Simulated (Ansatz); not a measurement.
# AlC (doublet): from Hartree-Fock to the top rungs at distance Al1–C2 = 6.671 Å, cc-pVDZ

How much of the correlation energy of AlC (doublet) does each wave-function method recover here?

Method: cc-pVDZ, core rule «outside noble gas», up to 6 orbitals frozen; program: Ansatz 0.2.0, Gaussian basis.

To be run: UHF; CCSD(T) on UHF; BCCD(T) on ROHF; CISD; CCSDT(Q) on UHF; CASSCF and MRCISD+Q, 3 electrons in 3 orbitals; CASSCF and NEVPT2, 3 electrons in 3 orbitals; CASSCF and MRCISD+Q, 7 electrons in 8 orbitals; CASSCF and NEVPT2, 7 electrons in 8 orbitals; Full CI; Full CI in the symmetry of the determinant.

29 further runs of the same task are left out: 6 for a known fault of the program, 22 that didn't finish, 1 set aside as unsound or not needed.

### 1 The system

The geometry derives from a PBE0/def2-TZVP stationary point (not a proven minimum). One bond is set to the value named and the two fragments are kept rigid.

2 atoms, charge 0, spin multiplicity 2.

Atoms are counted from 1 here; the program's logs count them from 0.

No contacts short enough for the rule that draws bonds.

### 2 UHF

File in.yaml:

```yaml
crystal:
  periodic: [false, false, false]
  atoms:
    - {symbol: Al, position_ang: [0.000000, 0.000000, 0.000000]}
    - {symbol: C, position_ang: [0.000000, 0.000000, 6.671000]}
basis:
  gaussian: {orbitals: cc-pVDZ}
magnetization: {spin_polarized: true, initial_magnetization: 1}
hamiltonian: {xc: hf}
output: {orbitals: {seedname: orbitals}}
```

Launch:

```console
$ ansatz run in.yaml --threads 1 --pin off --events-out ev --progress --plain --max-ram 2393MiB
```

The runs that follow: CCSD(T) on UHF; BCCD(T) on ROHF; CISD; CCSDT(Q) on UHF; CASSCF and MRCISD+Q, 3 electrons in 3 orbitals; CASSCF and NEVPT2, 3 electrons in 3 orbitals; CASSCF and MRCISD+Q, 7 electrons in 8 orbitals; CASSCF and NEVPT2, 7 electrons in 8 orbitals; Full CI; Full CI in the symmetry of the determinant.

Q: Predict the results of all the runs planned. Wanted: FCI below the UHF energy; UMP2 from FCI; UCCSD(T) from FCI; UCCSDT(Q) from FCI; NEVPT2 pair from FCI; MRCISD+Q pair from FCI; NEVPT2 valence from FCI; effectively unpaired electrons.

**Answer**, as computed:

| quantity | value |
| --- | --- |
| FCI below the UHF energy | -3.3265 eV |
| UMP2 from FCI | +104.8 kJ/mol |
| UCCSD(T) from FCI | +1.7 kJ/mol |
| UCCSDT(Q) from FCI | -0.1 kJ/mol |
| NEVPT2 pair from FCI | +101.5 kJ/mol |
| MRCISD+Q pair from FCI | -7.7 kJ/mol |
| NEVPT2 valence from FCI | +61.6 kJ/mol |
| levels within 1 kcal/mol (43 meV) | UCCSD(T), UCCSDT, UCCSDT(Q), MRCISD+Q valence |
| effectively unpaired electrons | 3.42 |

In words: UCCSD(T) lands +1.7 kJ/mol from the yardstick (0.5 % of the correlation energy). MRCISD+Q pair, MRCISD+Q valence fall below full CI: the +Q correction isn't variational, and the cores differ from full CI's. The occupations show strong static correlation (3.4 unpaired electrons where one determinant has 1). Coupled cluster on one determinant still stays close here. Of the multireference levels listed MRCISD+Q valence comes nearest in total energy (-2.8 kJ/mol), which doesn't show that its space is the better one. The lowest state has another symmetry than the determinant, whose own symmetry lies 0.00 eV higher, so single-reference misses include that gap. These misses are within one basis, not against nature; the frozen cores of restricted and unrestricted runs differ, which can shift their rows.
